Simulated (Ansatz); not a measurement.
## CHOSi, doublet in cc-pVDZ: errors against UCCSDT(Q)

Geometry: displaced at random from a stationary point.

```xyz
4

C    -0.0220   -0.0404    2.1848
O    -0.0228    0.0323    1.0501
Si    0.0252   -0.0515   -1.4868
H    -0.0776    1.4040   -1.2734
```

Basis cc-pVDZ; Ansatz 0.2.0. Only valence electrons are correlated (noble-gas cores frozen), which leaves 15 electrons in 44 orbitals. R marks a restricted (for open shells ROHF) determinant, U an unrestricted one. Active spaces: frontier = (9e, 9o) about the gap.

Full CI isn't at hand for all of this; UCCSDT(Q) serves as the reference, and is uncertain by about the last step of the cluster series. The frozen core follows each run's orbitals, which can shift R against U totals by a few meV.

For open shells CISD is restricted-active-space CI with the open shells as a complete middle space.

- UHF ⟨S²⟩: 0.776
- T1 diagnostic (RCCSD): 0.0209
- largest doubles amplitude (RCCSD): 0.079
- T1 diagnostic (UCCSD): 0.0213

Q: From what is known of these methods and the diagnostics, rank them by the size of their error in total energy against UCCSDT(Q) in cc-pVDZ, smallest first (an estimate: the text doesn't fix the numbers).
A. RCCSDT(Q)
B. RHF
C. MRCISD+Q (frontier space)
D. UCCSD
E. MRCISD (frontier space)

A: A (5 meV), C (66 meV), D (415 meV), E (718 meV), B (11035 meV).

All errors are against UCCSDT(Q) in cc-pVDZ. Within each family the higher level lies nearer, as is usual though not guaranteed.
